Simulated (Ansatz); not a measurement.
# SiH₄ (triplet): from Hartree-Fock to the top rungs at distance Si1–H2 = 2.840 Å, cc-pVTZ

Aim: climb from Hartree-Fock through coupled cluster and multireference methods for SiH₄ (triplet) at one geometry and basis, and see what each rung misses.

Method: cc-pVTZ, core rule «outside noble gas», up to 5 orbitals frozen; program: Ansatz 0.2.0, Gaussian basis.

To be run: UHF; CCSD(T) on ROHF; CCSD(T) on UHF; BCCD(T) on ROHF; CCSDT(Q) on ROHF; CCSDT(Q) on UHF; CASSCF and MRCISD+Q, 4 electrons in 4 orbitals; CASSCF and NEVPT2, 4 electrons in 4 orbitals; CASSCF and MRCISD+Q, 8 electrons in 8 orbitals; CASSCF and NEVPT2, 8 electrons in 8 orbitals.

**1. The geometry**

The geometry derives from a PBE0/def2-TZVP stationary point (not a proven minimum). One bond is set to the value named and the two fragments are kept rigid.

5 atoms, charge 0, spin multiplicity 3.

Atoms are counted from 1 here; the program's logs count them from 0.

Bond lengths: Si1–H3 1.529 Å, Si1–H4 1.529 Å, Si1–H5 1.529 Å. Angles: H3–Si1–H4 180.0°, H3–Si1–H5 90.0°, H4–Si1–H5 90.0°.

**2. UHF**

File in.yaml:

```yaml
crystal:
  periodic: [false, false, false]
  atoms:
    - {symbol: Si, position_ang: [0.000310, -0.029186, -0.028984]}
    - {symbol: H, position_ang: [-0.021093, 1.985920, 1.972138]}
    - {symbol: H, position_ang: [-0.016187, -1.106818, 1.056003]}
    - {symbol: H, position_ang: [0.016807, 1.048446, -1.113971]}
    - {symbol: H, position_ang: [0.011835, -1.114293, -1.106560]}
basis:
  gaussian: {orbitals: cc-pVTZ}
magnetization: {spin_polarized: true, initial_magnetization: 2}
hamiltonian: {xc: hf}
output: {orbitals: {seedname: orbitals}}
```

Command:

```console
$ ansatz run in.yaml --threads 1 --pin off --events-out ev --progress --plain --max-ram 2816MiB --backend cpu
```

Further steps of the session: CCSD(T) on ROHF; CCSD(T) on UHF; BCCD(T) on ROHF; CCSDT(Q) on ROHF; CCSDT(Q) on UHF; CASSCF and MRCISD+Q, 4 electrons in 4 orbitals; CASSCF and NEVPT2, 4 electrons in 4 orbitals; CASSCF and MRCISD+Q, 8 electrons in 8 orbitals; CASSCF and NEVPT2, 8 electrons in 8 orbitals.

**Question.** What will the summary of the whole plan be? Wanted: UCCSDT(Q) from the RHF energy; RMP2 from UCCSDT(Q); UMP2 from UCCSDT(Q); RCCSD from UCCSDT(Q); RCCSD(T) from UCCSDT(Q); UCCSD(T) from UCCSDT(Q); RCCSDT(Q) from UCCSDT(Q); NEVPT2 pair from UCCSDT(Q); MRCISD+Q pair from UCCSDT(Q).

The runs gave:

| quantity | value |
| --- | --- |
| UCCSDT(Q) from the ROHF energy | -4.5888 eV |
| RMP2 from UCCSDT(Q) | +22.18 kcal/mol |
| UMP2 from UCCSDT(Q) | +23.03 kcal/mol |
| RCCSD from UCCSDT(Q) | +4.13 kcal/mol |
| RCCSD(T) from UCCSDT(Q) | +0.81 kcal/mol |
| UCCSD(T) from UCCSDT(Q) | +0.83 kcal/mol |
| RCCSDT(Q) from UCCSDT(Q) | +0.03 kcal/mol |
| NEVPT2 pair from UCCSDT(Q) | +22.33 kcal/mol |
| MRCISD+Q pair from UCCSDT(Q) | +0.63 kcal/mol |
| NEVPT2 valence from UCCSDT(Q) | +19.53 kcal/mol |
| levels within 1 kcal/mol (43 meV) | RCCSD(T), UCCSD(T), BCCD(T), RCCSDT, UCCSDT, RCCSDT(Q), MRCISD+Q pair, MRCISD+Q valence |
| T1 diagnostic | 0.023 |
| effectively unpaired electrons | 2.04 |

**Reading.** RCCSD(T) lands +0.81 kcal/mol from the yardstick (0.8 % of the correlation energy). One determinant dominates. Of the multireference levels listed MRCISD+Q pair comes nearest in total energy (+0.63 kcal/mol), which doesn't show that its space is the better one. These misses are within one basis, not against nature; the frozen cores of restricted and unrestricted runs differ, which can shift their rows.
